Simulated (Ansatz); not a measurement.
# SiPH2+ (quintet): wave-function methods side by side, def2-TZVPP

The task here is to estimate one member of a computed series from the others.

The runs use Ansatz 0.2.0, Gaussian basis; def2-TZVPP, core rule «outside noble gas», up to 10 orbitals frozen.

To be run: UHF; ROHF; CCSD(T) on UHF.

### The geometry

The geometry is a PBE0/def2-TZVP stationary point (not a proven minimum) of the parent state, kept for this charge and spin.

4 atoms, charge 1, spin multiplicity 5.

Atoms are counted from 1 here; the program's logs count them from 0.

Bond lengths: Si1–P2 2.275 Å, Si1–H3 1.499 Å, P2–H4 1.427 Å. Angles: P2–Si1–H3 115.3°, Si1–P2–H4 96.5°.

Coordinates:

```
Si   -0.0600   -0.0833    1.1792
P     0.0003    0.0905   -1.0882
H     0.9952    0.6913    1.9103
H     0.6663   -1.1489   -1.3278
```

The first run:

Input file in.yaml:

```yaml
crystal:
  periodic: [false, false, false]
  atoms:
    - {symbol: Si, position_ang: [-0.059994, -0.083342, 1.179230]}
    - {symbol: P, position_ang: [0.000332, 0.090462, -1.088224]}
    - {symbol: H, position_ang: [0.995175, 0.691262, 1.910267]}
    - {symbol: H, position_ang: [0.666308, -1.148881, -1.327757]}
basis:
  gaussian: {orbitals: def2-TZVPP}
total_charge: 1
magnetization: {spin_polarized: true, initial_magnetization: 4}
hamiltonian: {xc: hf}
output: {orbitals: {seedname: orbitals}}
```

Launch:

```bash
> ansatz run in.yaml --threads 1 --pin off --events-out ev --progress --plain --max-ram 4096MiB --backend cpu
```

Steps of the session up to this table: UHF; ROHF; CCSD(T) on UHF.

One of the session's tables, all rows but one given; the rest of the session is left out.

It belongs to the step «Misses and costs». 

| method | from UCCSD(T) (meV) |
| --- | --- |
| ROHF | +6001.7 |
| UHF | +5854.0 |
| UMP2 | +1267.1 |
| UCCSD | ? |
| UCCSD(T) | 0 |

Estimate the missing values for UCCSD.

The run gave: from UCCSD(T) (meV): +234.1. In the column «from UCCSD(T) (meV)» it lies between UCCSD(T) (0) and UMP2 (+1267.1).
